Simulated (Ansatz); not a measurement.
# C2H4F2O2: basis-set convergence

An exercise on one series of results from a longer session: the logs are not shown, and one member is left open.

Program: Ansatz 0.2.0, Gaussian basis. Level of theory: one geometry, several basis sets. These are calculated values, not measurements.

Plan: PBE0-D4/def2-SVP; ωB97M-V/def2-SVP; PBE0-D4/def2-QZVPP; ωB97M-V/def2-QZVPP; the functionals' def2-TZVPP values are taken from earlier runs.

**The relaxed structure**

An earlier PBE0-D4 in a triple-zeta def2 set relaxation fixed the geometry.

SMILES `OCOC(F)F`, 10 atoms, charge 0, spin multiplicity 1.

Atoms are counted from 1 here; the program's logs count them from 0.

Bond lengths: O1–C2 1.386 Å, O1–H7 0.962 Å, C2–O3 1.416 Å, C2–H8 1.092 Å, C2–H9 1.092 Å, O3–C4 1.359 Å, C4–F5 1.358 Å, C4–F6 1.337 Å, C4–H10 1.094 Å. Angles: C2–O1–H7 108.8°, O1–C2–O3 112.5°, O1–C2–H8 112.9°, O1–C2–H9 106.7°, O3–C2–H8 104.2°, O3–C2–H9 110.5°, H8–C2–H9 110.1°, C2–O3–C4 114.4°, O3–C4–F5 110.4°, O3–C4–F6 107.3°, O3–C4–H10 113.6°, F5–C4–F6 107.5°, F5–C4–H10 108.0°, F6–C4–H10 109.9°.

The first run:

The input, in.yaml:

```yaml
crystal:
  periodic: [false, false, false]
  atoms:
    - {symbol: O, position_ang: [0.447507, -1.567606, -0.608064]}
    - {symbol: C, position_ang: [-0.595934, -0.871895, -0.017031]}
    - {symbol: O, position_ang: [-0.144617, 0.198961, 0.792378]}
    - {symbol: C, position_ang: [0.377342, 1.245562, 0.099835]}
    - {symbol: F, position_ang: [-0.614931, 1.992049, -0.449087]}
    - {symbol: F, position_ang: [1.023728, 2.019608, 0.977919]}
    - {symbol: H, position_ang: [0.944812, -2.022152, 0.078658]}
    - {symbol: H, position_ang: [-1.187828, -1.490297, 0.661211]}
    - {symbol: H, position_ang: [-1.223955, -0.499931, -0.829380]}
    - {symbol: H, position_ang: [1.056874, 0.944603, -0.703337]}
basis:
  gaussian: {orbitals: def2-SVP}
hamiltonian: {xc: pbe0, dispersion: d4}
output: {orbitals: {seedname: orbitals}}
```

On the command line:

```bash
> ansatz run in.yaml --threads 4 --pin off --events-out ev --progress --plain --max-ram 10444MiB
```

Steps of the session up to this table: PBE0-D4 in def2-SVP; ωB97M-V in def2-SVP; PBE0-D4 in def2-QZVPP; ωB97M-V in def2-QZVPP.

One of the session's tables, all rows but one given; the rest of the session is left out.

It belongs to the step «Density functionals: the series». 

| functional | basis | HOMO (eV) | LUMO (eV) |
| --- | --- | --- | --- |
| PBE0-D4 | def2-SVP | -9.01 | 1.47 |
| PBE0-D4 | def2-TZVPP | ? | ? |
| PBE0-D4 | def2-QZVPP | -9.25 | 0.35 |
| ωB97M-V | def2-SVP | -11.47 | 3.13 |
| ωB97M-V | def2-TZVPP | -11.68 | 2.22 |
| ωB97M-V | def2-QZVPP | -11.73 | 1.54 |

**Question.** Estimate the row for PBE0-D4, def2-TZVPP.

The run gave: HOMO (eV): -9.20; LUMO (eV): 0.77. In the column «HOMO (eV)» it lies between PBE0-D4, def2-QZVPP (-9.25) and PBE0-D4, def2-SVP (-9.01).
